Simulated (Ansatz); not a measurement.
Energy needed to pull apart AlSiH4F (SMILES [F][AlH][SiH3]), singlet, into free ground-state atoms, from the structure below (displaced at random from a GFN2-xTB minimum); no zero-point or spin–orbit terms; open-shell atoms are treated unrestricted, in their ground-state multiplicity.

```csv
atom,x (Å),y (Å),z (Å)
F1,-1.3595,-2.3440,0.4561
Al2,-0.2238,-1.1990,0.6282
Si3,0.1041,0.9454,-0.5065
H4,0.7118,-1.6242,2.1050
H5,-0.9902,0.9712,-1.5465
H6,-0.0756,2.1925,0.2346
H7,1.3005,0.9452,-1.3147
```

Ansatz 0.2.0; basis: def2-TZVPP; cores frozen in the correlated methods.

| method | atomization energy (kJ/mol) |
| --- | --- |
| PBE-D4 | 2010 |
| r2SCAN-D4 | 2035 |
| B97M-V | 2058 |
| PBE0-D4 | ? |
| r2SCANh-D4 | 2023 |
| wB97M-V | 2028 |
| HF | ? |
| MP2 | 1994 |
| CCSD | 1972 |
| CCSD(T) | 1990 |

Problem. What does HF give? (To be estimated.)

Solution. Computed: 1551 kJ/mol, which is about 439 kJ/mol less than CCSD(T)/def2-TZVPP.

Problem. What does PBE0-D4 give? (An estimate is asked for; the value comes from the calculation.)

Solution. The calculation gives: 1992 kJ/mol, which is about 2 kJ/mol more than CCSD(T)/def2-TZVPP.

In triple zeta the MP2 and coupled-cluster atomization energies are still short of their basis limit by a few kcal/mol a bond, whereas those of the functionals are nearly converged, so these differences are not deviations from converged CCSD(T).

The T1 diagnostic stays at or below 0.014.

For scale, one of the runs: CCSD(T)/def2-TZVPP forces, 171 basis functions (an equivalent command: `ansatz run in.yaml --threads 4`). Time: 55 s of wall clock on 4 CPU threads; the host was shared. Peak host memory: 2.6 GiB.
